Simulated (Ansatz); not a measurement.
A calculation on fcc Pt returned lattice constant a 3.930 Å, bulk modulus 280 GPa.

For reference: lattice constant a 3.913 Å (measured, static lattice: zero-point anharmonic expansion removed; as tabulated in Mejia-Rodriguez and Trickey (2018), arXiv:1807.09216); bulk modulus 289 GPa (measured, corrected for temperature and zero-point phonon effects; as tabulated in Levämäki et al. (2014), arXiv:1402.3671).

Task: Which level of theory produced these numbers?
(A) B3LYP (VWN-RPA form) (Ansatz, a program for electronic structure)
(B) r²SCAN-D4 (Ansatz)
(C) revPBE (Ansatz)
(D) PBEsol-D3(BJ) (Ansatz)

Result: B, r²SCAN-D4 (Ansatz)

The others give: revPBE 3.986 Å, 235 GPa; B3LYP (VWN-RPA form) 4.001 Å, 226 GPa; PBEsol-D3(BJ) 3.882 Å, 315 GPa.

Unless a cell is named, each level is at its own relaxed cell (B3LYP (VWN-RPA form) 16.01, PBEsol-D3(BJ) 14.63, r²SCAN-D4 15.17, revPBE 15.84 Å³/atom).

The crystal itself was run without spin with revPBE, B3LYP (VWN-RPA form), PBEsol-D3(BJ), r²SCAN-D4; a magnetic state was not tried in these runs.

Ansatz's density-functional and Hartree–Fock values are scalar-relativistic unless marked +SOC, with PAW data made under PBE.
